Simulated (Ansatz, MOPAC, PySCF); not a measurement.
Noncovalent pair: C2H2 (SMILES C#C) (first 4 atoms) with H2O (SMILES O); geometry from S66by8 set.
(charge 0, multiplicity 1):
```tsv
atom	x (Å)	y (Å)	z (Å)
C	-0.9252	0.0394	0.0309
H	0.1407	0.0091	0.0063
C	-2.1370	0.0732	0.0583
H	-3.1976	0.1035	0.0829
O	2.1474	-0.0680	-0.0539
H	2.7178	-0.6577	0.4432
H	2.7194	0.2830	-0.7392
```

Counterpoise-corrected where a basis set is named; no monomer relaxation. Rows marked so take none.

Rows in 3-21G carry no dispersion term and start afresh at each structure. The state that PM3, PM6 reach isn't checked.

Codes used: Ansatz (Gaussian basis) for Hartree–Fock, density functionals and correlated methods; MOPAC for PM3, PM6 (differences of heats of formation); PySCF for 3-21G rows. 

Problem. One of these levels gives -41.2 meV for the interaction energy. Which?
(A) PM3
(B) PM6
(C) B3LYP/3-21G (no counterpoise)
(D) r2SCAN/def2-TZVPPD

Solution. A, PM3. The others give -74.5 (PM6), -100.9 (r2SCAN/def2-TZVPPD), -444.0 (B3LYP/3-21G (no counterpoise))

Ansatz is a quantum-chemistry and plane-wave program.
